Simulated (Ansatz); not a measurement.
Input file:

```yaml
crystal:
  periodic: [false, false, false]
  atoms:
    - {symbol: Al, position_ang: [0.000555, -0.146147, 1.315164]}
    - {symbol: Al, position_ang: [-0.000278, 0.144719, -1.312767]}
    - {symbol: H, position_ang: [0.047686, 1.194423, 2.235525]}
    - {symbol: H, position_ang: [-0.055091, -1.156188, -2.299705]}
basis:
  gaussian: {orbitals: 6-31G}
correlation: {method: fic_mrcisd_q, electrons: outside_noble_gas, active_space: {window: {electrons: 4, orbitals: 6}}}
accuracy: high
```

```sh
$ ansatz run in.yaml --threads 1 --pin off --events-out ev --progress --plain --max-ram 2393MiB
```

Log:

```
651 factors; integrals over basis functions are off by at most 3.6e-9 eV
mean field evaluation 1: about -13193.2287 eV, gradient 7.4e0 eV
mean field evaluation 2: about -13193.2313 eV, gradient 7.4e0 eV
mean field evaluation 4: about -13193.7008 eV, gradient 5.4e-1 eV
mean field evaluation 8: about -13193.7048 eV, gradient 5.6e-4 eV
mean field -13193.70481358 eV, -484.8597088846 hartree, gradient 1.7e-8 eV, S^2 0.000000; 0 other end points of the search recorded, 0 dependent functions left out; unrestricted orbitals would lower it
reference -13193.70481358 eV, -484.8597088846 hartree; 14, 14 occupied and 16, 16 virtual orbitals, 651 factors
state -13194.93426306 eV, -484.9048903199 hartree
contracted CI cycle   1: correlation 0.00000000 eV, 0.0000000000 hartree, residual 6.63e0 eV
contracted CI cycle   2: correlation -1.37361786 eV, -0.0504795254 hartree, residual 1.51e0 eV
contracted CI cycle   3: correlation -1.46294421 eV, -0.0537622082 hartree, residual 5.82e-1 eV
contracted CI cycle   4: correlation -1.47518678 eV, -0.0542121143 hartree, residual 2.30e-1 eV
contracted CI cycle   5: correlation -1.47710588 eV, -0.0542826401 hartree, residual 1.18e-1 eV
contracted CI cycle   6: correlation -1.47749098 eV, -0.0542967919 hartree, residual 5.61e-2 eV
...
contracted CI cycle   5: correlation -1.50726731 eV, -0.0553910518 hartree, residual 6.97e-2 eV
contracted CI cycle   6: correlation -1.50743233 eV, -0.0553971165 hartree, residual 2.46e-2 eV
contracted CI cycle   7: correlation -1.50745317 eV, -0.0553978823 hartree, residual 8.66e-3 eV
contracted CI cycle   8: correlation -1.50745562 eV, -0.0553979721 hartree, residual 2.73e-3 eV
contracted CI cycle   9: correlation -1.50745588 eV, -0.0553979818 hartree, residual 9.82e-4 eV
contracted CI cycle  10: correlation -1.50745592 eV, -0.0553979831 hartree, residual 3.94e-4 eV
contracted CI cycle  11: correlation -1.50745592 eV, -0.0553979833 hartree, residual 1.40e-4 eV
contracted CI cycle  12: correlation -1.50745592 eV, -0.0553979833 hartree, residual 4.64e-5 eV
contracted CI cycle  13: correlation -1.50745592 eV, -0.0553979833 hartree, residual 1.63e-5 eV
contracted CI cycle  14: correlation -1.50745592 eV, -0.0553979833 hartree, residual 4.84e-6 eV
state -13194.91985681 eV, -484.9043609000 hartree; corrected -13196.51246323 eV, -484.9628881062 hartree
state -13194.91985681 eV, -484.9043609000 hartree; corrected -13196.51246323 eV, -484.9628881062 hartree
the orbitals are reached from a further start. From the first start the search ends at -13194.93425589 eV, -484.9048900564 hartree
WARN: the results are in doubt because another end's mean lies 0.014 eV lower, and its corrected mean 0.005 eV higher
Total energy: -13196.51246323 eV, -484.9628881062 hartree
In doubt: another end's mean lies 0.014 eV lower, and its corrected mean 0.005 eV higher
```

Ran on 1 thread of Intel Xeon, shared host: 7.5 s wall, 0.24 GiB peak host memory.
